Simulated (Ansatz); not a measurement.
Total energies of Si(NH2)2 (SiN₂H₄) from Ansatz at PBE0-D4/def2-TZVP, gas phase (1 Eh = 27.2114 eV = 2625.5 kJ/mol). The reference geometry is relaxed at PBE0-D4/def2-TZVP.

```tsv
state	geometry	energy (Eh)
charge 0 singlet	reference	-401.24749
charge 1 doublet	reference	-400.93092
free Si atom (triplet)	–	-289.24943
free N atom (quartet)	–	-54.54382
free H atom (doublet)	–	-0.50104
```

Question: Work out the vertical ionisation energy to the doublet.

Answer: E(charge 1 doublet) − E(charge 0 singlet) = -400.93092 − (-401.24749) = 0.31657 Eh = 8.61 eV. For comparison, −ε of the highest occupied level is 6.33 eV at this level, 2.28 eV less.

Question: What is the binding energy per atom against free atoms?

Answer: Atoms: 1 × (-289.24943) + 2 × (-54.54382) + 4 × (-0.50104) = -400.34123 Eh. Binding: -400.34123 − (-401.24749) = 0.90626 Eh = 24.66 eV, or 3.52 eV for each of 7 atoms (no zero-point energy, no counterpoise term).
